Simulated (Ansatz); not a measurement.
Basis-set extrapolation for `[CH]1C=CC=C1` radical (PBE0-D4/def2-TZVP geometry, frozen core, Ansatz). Multiplicity 2, UHF reference.

|  | def2-TZVPP | def2-QZVPP |
| --- | --- | --- |
| HF | -192.264152 | -192.272437 |
| MP2 correlation | -0.748416 | -0.797683 |
| CCSD(T) correlation | -0.832159 | not run |

Energies in hartree. Use E(X) = E(∞) + A·exp(−7.88·√X) for Hartree–Fock and E(X) = E(∞) + B·X^(−2.97) for correlation, with X = 3 and 4, and add CCSD(T) minus MP2 of the smaller set to the MP2 limit.

What is the CCSD(T) energy at the basis-set limit?

HF limit: -192.272437 + (-0.008285) × 0.13774 = -192.27358. MP2 limit: -0.797683 + (-0.049267) × 0.74074 = -0.83418. Higher-order term: -0.832159 − (-0.748416) = -0.08374. Total: -193.19150 hartree, 249.9 kJ/mol below CCSD(T)/def2-TZVPP.

The UHF reference is spin-contaminated (⟨S²⟩ = 0.97, T1 = 0.030).
